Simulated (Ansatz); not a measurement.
**PH (singlet): wave-function methods side by side, aug-cc-pVDZ**

One table from this session's results is given with a row withheld; the runs are named, their logs left out.

The runs use Ansatz 0.2.0, Gaussian basis; aug-cc-pVDZ, core rule «outside noble gas», up to 5 orbitals frozen.

The runs, in order: UHF; CCSD(T) on RHF; CCSD(T) on UHF; BCCD(T) on RHF; CISD; CCSDT(Q) on RHF; CCSDT(Q) on UHF; CCSDTQ on RHF; CASSCF and MRCISD+Q, 6 electrons in 5 orbitals; CASSCF and NEVPT2, 6 electrons in 5 orbitals; Full CI.

22 further runs of the same task are left out: 1 for a mislabelled method, 8 that didn't finish, 13 set aside as unsound or not needed.

### What is computed

The geometry is a PBE0/def2-TZVP stationary point (not a proven minimum) of the parent state, kept for this charge and spin.

2 atoms, charge 0, spin multiplicity 1.

Atoms are counted from 1 here; the program's logs count them from 0.

Bond lengths: P1–H2 1.428 Å.

Set-up of the first run:

The input, in.yaml:

```yaml
crystal:
  periodic: [false, false, false]
  atoms:
    - {symbol: P, position_ang: [0.000000, 0.000000, 0.000000]}
    - {symbol: H, position_ang: [0.000000, 0.000000, 1.428200]}
basis:
  gaussian: {orbitals: aug-cc-pVDZ}
magnetization: {spin_polarized: true, initial_magnetization: 0}
hamiltonian: {xc: hf}
output: {orbitals: {seedname: orbitals}}
```

Command:

```sh
> ansatz run in.yaml --threads 1 --pin off --events-out ev --progress --plain --max-ram 2393MiB
```

Steps of the session up to this table: UHF; CCSD(T) on RHF; CCSD(T) on UHF; BCCD(T) on RHF; CISD; CCSDT(Q) on RHF; CCSDT(Q) on UHF; CCSDTQ on RHF; CASSCF and MRCISD+Q, 6 electrons in 5 orbitals; CASSCF and NEVPT2, 6 electrons in 5 orbitals; Full CI.

One of the session's tables, all rows but one given; the rest of the session is left out.

| method | from FCI (kJ/mol) |
| --- | --- |
| RHF | +382.9 |
| RMP2 | +118.0 |
| CISD | +55.8 |
| RCCSD | +34.4 |
| RCCSD(T) | +18.7 |
| BCCD(T) | +19.1 |
| RCCSDT | ? |
| RCCSDT(Q) | -0.6 |
| RCCSDTQ | 0.0 |
| CASSCF valence | +283.6 |
| NEVPT2 valence | +74.5 |
| MRCISD valence | +15.5 |
| MRCISD+Q valence | -2.5 |
| FCI | 0 |

Estimate the missing values for RCCSDT.

As computed: from FCI (kJ/mol): +1.4. In the column «from FCI (kJ/mol)» it lies between FCI (0) and MRCISD valence (+15.5).

Left out of the table: UHF, UMP2, UCCSD, UCCSD(T), UCCSDT, UCCSDT(Q) (another determinant or state than the rows shown).

Caveats from the session: The report flags that the cluster equations may have other roots. The program flags RCCSDT(Q), RCCSDTQ as in doubt, so those rows may rest on another solution; read them beside their warnings. RCCSDT(Q), MRCISD+Q valence fall below full CI, which methods that aren't variational can do.
